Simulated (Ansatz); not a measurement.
We consider bcc K, described by r²SCAN+rVV10 in Ansatz (plane waves, PAW).

Run with plane-wave cutoff 560 eV, 16×16×16 k mesh, Fermi–Dirac smearing 0.05 eV, scalar-relativistic PAW data made under PBE.

Computed points:

| V (Å³/atom) | E − E_lowest (meV/atom) | P (GPa) |
|---|---|---|
| 70.206 | 3.32 | 0.249 |
| 71.700 | 1.43 | 0.158 |
| 73.194 | 0.35 | 0.076 |
| 74.688 | 0.00 | 0.001 |
| 76.182 | 0.32 | -0.068 |
| 77.675 | 1.25 | -0.130 |
| 79.169 | 2.73 | -0.187 |

**Question.** Estimate the bulk modulus from the pressures at 73.194 and 76.182 Å³/atom, and compare it with a fit to all energies.

**Answer.** B = −V dP/dV. Between V = 73.194 and 76.182 Å³/atom, dP/dV = (-0.068 − (0.076))/(76.182 − 73.194) = -0.0482 GPa per Å³/atom; at the midpoint 74.688 Å³/atom this gives B ≈ 3.60 GPa. The third-order Birch–Murnaghan fit gives V0 = 74.699 Å³/atom, B0 = 3.58 GPa, B′ = 3.7, which lies within 1 % of that estimate.

Measured, for comparison: bulk modulus 3.75 GPa (corrected for temperature and zero-point phonon effects; as tabulated in Levämäki et al. (2014), arXiv:1402.3671); equilibrium volume per atom 70.79 Å³/atom (low-temperature or extrapolated to 0 K; zero-point anharmonic expansion removed; as tabulated in Csonka et al. (2009), arXiv:0903.4037). Computed (rounded) less measured: bulk modulus -5 %, equilibrium volume per atom +5.5 %.

Ansatz is a program for electronic structure.
